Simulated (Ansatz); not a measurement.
## Ansatz (development build ahead of 0.2.0) run

```yaml
crystal:
  periodic: [false, false, false]
  atoms:
    - { symbol: C, position_ang: [1.0564, -0.04492, 0.14077] }
    - { symbol: C, position_ang: [-0.01179, 1.06907, -0.1877] }
    - { symbol: C, position_ang: [-1.03115, 0.00149, 0.12353] }
    - { symbol: C, position_ang: [0.04753, -1.06326, -0.13629] }
    - { symbol: H, position_ang: [1.46649, 0.00441, 1.10582] }
    - { symbol: H, position_ang: [1.96345, 0.01169, -0.53054] }
    - { symbol: H, position_ang: [0.04061, 1.50226, -1.16885] }
    - { symbol: H, position_ang: [-0.0148, 1.88244, 0.58189] }
    - { symbol: H, position_ang: [-1.87972, -0.01336, -0.57881] }
    - { symbol: H, position_ang: [-1.43369, 0.02469, 1.15995] }
    - { symbol: H, position_ang: [-0.04544, -1.90355, 0.53978] }
    - { symbol: H, position_ang: [0.04674, -1.46662, -1.14001] }
basis:
  gaussian: { orbitals: cc-pVDZ }
hamiltonian:
  xc: hf
correlation:
  method: mp2
  frozen_orbitals: { C: 1, H: 0 }
```

The input is written out in the form of the current development build from the run's settings.

Output:

```json
{
  "Converged": "yes",
  "Reference energy": "-156.08918 hartree",
  "Correlation energy": "-0.56857 hartree",
  "Total energy": "-156.65775 hartree",
  "Spin squared of the determinant": "0.000"
}
```
